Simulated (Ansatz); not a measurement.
The input, for Ansatz 0.2.0:

```yaml
crystal:
  periodic: [false, false, false]
  atoms:
    - {symbol: Br, position_ang: [0.000000, 0.000000, 0.000000]}
    - {symbol: Be, position_ang: [0.000000, 0.000000, 1.854000]}
basis:
  gaussian: {orbitals: cc-pVDZ}
total_charge: 1
magnetization: {spin_polarized: true, initial_magnetization: 2}
hamiltonian: {xc: hf}
accuracy: high
scf: {lower_state_search: light}
output: {forces: true, orbitals: {seedname: orbitals}}
```

```sh
$ ansatz run in.yaml --threads 1 --pin off --events-out ev --progress --plain --max-ram 2393MiB
```

Log:

```
756 factors; integrals over basis functions are off by at most 4.6e-9 eV
mean field evaluation 1: about -70385.2688 eV, gradient 8.7e0 eV
mean field evaluation 2: about -70385.3251 eV, gradient 8.8e0 eV
mean field evaluation 4: about -70386.2718 eV, gradient 1.4e0 eV
mean field evaluation 8: about -70386.3179 eV, gradient 1.5e-4 eV
mean field evaluation 16: about -70385.7433 eV, gradient 7.6e0 eV
mean field -70386.31788963 eV, -2586.6494728841 hartree, gradient 1.4e-8 eV, S^2 2.006161; 0 other end points of the search recorded, 0 dependent functions left out
the calculation of the forces begins
reference -70386.31788963 eV, -2586.6494728841 hartree; 20, 18 occupied and 21, 23 virtual orbitals, 756 factors
Total energy: -70386.31788963 eV, -2586.6494728841 hartree
Atom 0 at     0.000000     0.000000     0.000000 Å, force     0.000000    -0.000000    -5.538762 eV/Å
Atom 1 at     0.000000     0.000000     1.854000 Å, force    -0.000000     0.000000     5.538762 eV/Å
Dipole moment:     0.000000    -0.000000     0.326750 e Å
```

Forces (eV/Å):
```
Br   0.000  0.000 -5.539
Be   0.000  0.000  5.539
```

Ran on 1 thread of AMD EPYC, shared host: 4.1 s wall, 0.16 GiB peak host memory.
